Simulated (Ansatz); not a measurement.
**Property card for VClO**

The calculation used DFT r2SCAN, scalar-relativistic, plane waves, PAW in Ansatz.

Plane waves to 500 eV, a k mesh through Γ of 12×10×6 on the computed 6-atom cell and Gaussian smearing (0.01 eV); collinear spin from starting moments 1.68 1.68 0 0 0 0 μB.

The structure is relaxed at this level of theory with its symmetry kept. Whether it is the stable form of this composition wasn't checked.

```cif
data_structure
_symmetry_space_group_name_H-M 'Pmmn:1'
_symmetry_Int_Tables_number 59
_cell_length_a 3.3309
_cell_length_b 3.7504
_cell_length_c 8.1985
_cell_angle_alpha 90.000
_cell_angle_beta 90.000
_cell_angle_gamma 90.000
_cell_volume 102.42
loop_
_atom_site_label
_atom_site_type_symbol
_atom_site_symmetry_multiplicity
_atom_site_Wyckoff_symbol
_atom_site_fract_x
_atom_site_fract_y
_atom_site_fract_z
_atom_site_occupancy
V1 V 2 b 0.00000 0.50000 0.11228 1
Cl1 Cl 2 a 0.50000 0.50000 0.31888 1
O1 O 2 a 0.50000 0.50000 0.95825 1
```

```
Space group                                                                                                                                 : Pmmn (No. 59)
Volume per atom                                                                                                                             : 17.07 Å³
Formation energy from the elements' standard states (uncorrected)                                                                           : -2.213 eV/atom
Generalised Kohn–Sham band gap                                                                                                              : 0.22 eV, indirect from S to (-0.500, -0.500, 0.495)
Löwdin character of the top 1 eV of the valence band                                                                                        : V 3d 83 %, O 2p 9 %
Löwdin character of the lowest 1 eV of the conduction band                                                                                  : V 3d 87 %
Electron masses at the edge by Cartesian direction of the standard setting (m_e; degenerate bands sorted by energy; no spin-orbit coupling) : x: 1.2, 1.2; y: 22, 22; z: 29, 29
Hole masses at the edge by Cartesian direction of the standard setting (m_e; degenerate bands sorted by energy; no spin-orbit coupling)     : x: 3.4, 3.4; y: 1.5, 1.5; z: 6.6, 6.6
Bader charges (e)                                                                                                                           : V (2 in the cell) 1.88, Cl (2 in the cell) -0.62, O (2 in the cell) -1.25
Total moment                                                                                                                                : 4.00 μB per cell
Site moments (μB; atoms counted from 1 over the whole cell)                                                                                 : V (atom 1) 1.53, V (atom 2) 1.53
```

The state reached may not be the lowest one. Each cell of VClO holds layers, and where no dispersion correction was added their binding is poorly described.

Only this magnetic start was tried.

Cost: 3 runs of about 32 core-minutes in all, on AMD EPYC 7R43 (Zen 3) (shared hosts).